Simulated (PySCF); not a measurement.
## Shieldings and the share of exact exchange

Molecule: 4-cyano-1-butyne (SMILES N#CCCC#C).

Molfile (atoms numbered from 1):
```
C5H5N
     RDKit          3D

 11 10  0  0  0  0  0  0  0  0999 V2000
    2.5484    0.0851    0.7154 C   0  0  0  0  0  0  0  0  0  0  0  0
    1.4252   -0.2177    0.3816 C   0  0  0  0  0  0  0  0  0  0  0  0
    0.0671   -0.5602   -0.0143 C   0  0  0  0  0  0  0  0  0  0  0  0
   -0.9049    0.6126    0.1925 C   0  0  0  0  0  0  0  0  0  0  0  0
   -2.2662    0.2757   -0.2024 C   0  0  0  0  0  0  0  0  0  0  0  0
   -3.3392   -0.0155   -0.5224 N   0  0  0  0  0  0  0  0  0  0  0  0
    3.5486    0.3450    1.0093 H   0  0  0  0  0  0  0  0  0  0  0  0
    0.0551   -0.8665   -1.0731 H   0  0  0  0  0  0  0  0  0  0  0  0
   -0.2796   -1.4327    0.5633 H   0  0  0  0  0  0  0  0  0  0  0  0
   -0.9093    0.9200    1.2500 H   0  0  0  0  0  0  0  0  0  0  0  0
   -0.5738    1.4872   -0.3892 H   0  0  0  0  0  0  0  0  0  0  0  0
  1  2  3  0
  2  3  1  0
  3  4  1  0
  4  5  1  0
  5  6  3  0
  1  7  1  0
  3  8  1  0
  3  9  1  0
  4 10  1  0
  4 11  1  0
M  END
```

GIAO shieldings (ppm, equivalent atoms averaged) in PySCF 2.14.0 with density-fitted response routines on the PBE0-D3(BJ)/def2-SVP geometry, basis pcSseg-2, gas phase, non-relativistic:

| functional | exact exchange (%) | σ(C2) | σ(C3) | σ(C4) |
| --- | --- | --- | --- | --- |
| BLYP | 0 | 90.4 | 153.0 | 154.2 |
| BP86 | 0 | 94.0 | 158.0 | 159.0 |
| PBE | 0 | 93.5 | 158.2 | 159.3 |
| B3LYP | 20 | 93.7 | 158.6 | 159.3 |
| mPW1PW91 | 25 | 97.4 | 163.7 | 164.2 |
| BHandHLYP | 50 | 98.8 | 165.5 | 165.5 |
| HF | 100 | 108.1 | 175.2 | 174.6 |

Q: Fit each shielding as a line in the percentage of exact exchange.

A: σ(C2) = 92.3 + 0.15 x (rms 1.4 ppm); σ(C3) = 156.5 + 0.19 x (rms 1.9 ppm); σ(C4) = 157.6 + 0.17 x (rms 1.9 ppm). The functionals also differ in their semilocal parts, which the line can't hold; Hartree–Fock has no correlation at all.

Q: What does the line predict for PBE0 (25 %), and what does the run give?

A: σ(C2): 96.0 predicted, 97.6 computed; σ(C3): 161.2 predicted, 164.5 computed; σ(C4): 161.8 predicted, 164.9 computed ppm.
